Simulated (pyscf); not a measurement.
Thermochemistry of product channels of HO–AlH₂ (SMILES [OH][AlH2]) + CH₃• (SMILES [CH3]) on the doublet surface, in kJ/mol, from ωB97M-D3(BJ)/def2-TZVP energies (ideal gas, 1 atm, RRHO with modes under 100 cm⁻¹ raised to 100, one conformer, R ln 2 for rigid chiral ones). PySCF, gas phase, ωB97X-D3(BJ)/def2-SVP geometries.

| products | ΔE | ΔH(298 K) | ΔG(600 K) | ΔG(900 K) |
|---|---|---|---|---|
| [H₃C–Al–OH]• (SMILES [CH3][Al][OH]) + H₂ (SMILES [H][H]) | -72.6 | -65.4 | -55.8 | -52.6 |
| [HO–AlH]• (SMILES [OH][AlH]) + CH₄ (SMILES C) | -96.4 | -79.0 | -71.9 | -65.9 |
| H₃C–AlH–OH (SMILES [CH3][AlH][OH]) + H• (SMILES [H]) | +5.1 | +4.3 | +24.1 | +31.5 |
| H₃C–AlH–O• (SMILES [CH3][AlH][O]) + H₂ (SMILES [H][H]) | +69.5 | +65.9 | +75.5 | +78.8 |

These are energies of the channels, which say nothing of barriers.
